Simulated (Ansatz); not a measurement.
```yaml
crystal:
  periodic: [false, false, false]
  atoms:
    - {symbol: B, position_ang: [-0.046553, 0.013700, -0.087650]}
    - {symbol: B, position_ang: [0.005685, -0.008048, 1.469685]}
basis:
  gaussian: {orbitals: aug-cc-pVDZ}
total_charge: 3
magnetization: {spin_polarized: true, initial_magnetization: 1}
hamiltonian: {xc: {name: revPBE0}, dispersion: d3bj}
output: {forces: true}
```

```sh
$ ansatz run in.yaml --threads 2 --pin off --events-out ev --progress --plain --max-ram 32768MiB --backend cpu
```

Shortened log:

```
Functional definition: revPBE0
378 factors; their error is unknown
mean field evaluation 1: about -1286.6665 eV, gradient 1.0e1 eV
mean field evaluation 2: about -1287.3326 eV, gradient 1.5e0 eV
mean field evaluation 4: about -1287.3278 eV, gradient 1.3e-1 eV
mean field evaluation 8: about -1287.3279 eV, gradient 3.2e-4 eV
mean field -1288.12308831 eV, -47.3376503741 hartree, gradient 1.6e-5 eV, S^2 0.758000; 2 other end points of the search recorded, 0 dependent functions left out
reference -1288.12312111 eV, -47.3376515797 hartree; 4, 3 occupied and 42, 43 virtual orbitals, 378 factors
Total energy: -1288.17994828 eV, -47.3397399396 hartree
Atom 0 at    -0.046553     0.013700    -0.087650 Å, force    -0.389909     0.162329   -11.624082 eV/Å
Atom 1 at     0.005685    -0.008048     1.469685 Å, force     0.389909    -0.162329    11.624082 eV/Å
Dipole moment:    -0.000000     0.000000     0.000000 e Å
```

Something in this input is off. What?

The charge is far from anything that the molecule holds. The run converged. The result belongs to that input, not to the molecule as meant.
